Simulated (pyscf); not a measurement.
Cl–CH₂–CH₂–Cl + F–C:–F [singlet] -> F–CH(F)–CH(Cl)–CH₂–Cl (insertion; singlet surface; C–H broken, C–C, C–H formed). Single points on ωB97X-D3(BJ)/def2-SVP structures (PySCF, gas phase). Energies in kcal/mol from the separated reactants.

```tsv
level	barrier	reaction energy
ωB97X-D3(BJ)/def2-TZVP	38.2	-59.0
PBE/def2-TZVP	23.9	-56.4
r²SCAN/def2-TZVP	___	___
B3LYP-D3(BJ)/def2-TZVP	___	-57.1
M06-2X/def2-TZVP	35.6	-60.5
HF/def2-TZVP	63.9	-48.3
```

Complete the blanks.


- r²SCAN/def2-TZVP, barrier: 25.0
- r²SCAN/def2-TZVP, reaction energy: -60.4
- B3LYP-D3(BJ)/def2-TZVP, barrier: 31.1

The functionals in the table span 14.3 kcal/mol in this barrier, from PBE to ωB97X-D3(BJ)/def2-TZVP. On the product side the descent ends in a point that may be a rotor saddle (no frequency run), 2.3 kcal/mol over the lowest minimum found and 94.9 kcal/mol under the saddle at ωB97X-D3(BJ)/def2-TZVP. One saddle was located; it need not be the lowest between these sides.
